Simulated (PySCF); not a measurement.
Species: carbonyl fluoride, CF2O.
Cartesian coordinates in Å at the PBE0-D3(BJ)/def2-SVP level; atoms count from 1:
```
atom  x, y, z in Å
O1    -0.347    1.057    0.794
C2    -0.063    0.028    0.312
F3     0.944   -0.731    0.657
F4    -0.699   -0.563   -0.665
```

The closed-shell ground state was solved at several levels (PySCF, density fitting, gas phase, non-relativistic).

```tsv
level	basis functions	total energy (Eh)	HOMO (eV)	LUMO (eV)	gap (eV)	dipole (D)
PBE0/pcSseg-1	68	-312.6887	-10.35	-0.40	9.95	1.15
PBE0/pcSseg-2	144	-312.8460	-10.39	-0.46	9.93	1.15
B3LYP/pcJ-1	108	-313.0204	-10.03	-0.74	9.29	1.14
```

(1) What might CAM-B3LYP/def2-SVPD (89 basis functions) give for the same quantities?

(2) Over all these levels, which gives the widest orbital gap and which the narrowest?

(3) How far do the dipole and the HOMO energy spread over the levels?

## Answers

(1) Total energy -312.7180 Eh, HOMO -12.07 eV, LUMO 0.56 eV, gap 12.63 eV, dipole 1.11 D.

(2) CAM-B3LYP/def2-SVPD (range-separated hybrid) has the widest, 12.63 eV, and B3LYP/pcJ-1 (global hybrid, 20 % exact exchange) the narrowest, 9.29 eV. Functional and basis both differ between the two, so the spread mixes both effects.

(3) The dipole runs from 1.11 to 1.15 D (mean 1.14 D) and the HOMO from -12.07 to -10.03 eV.
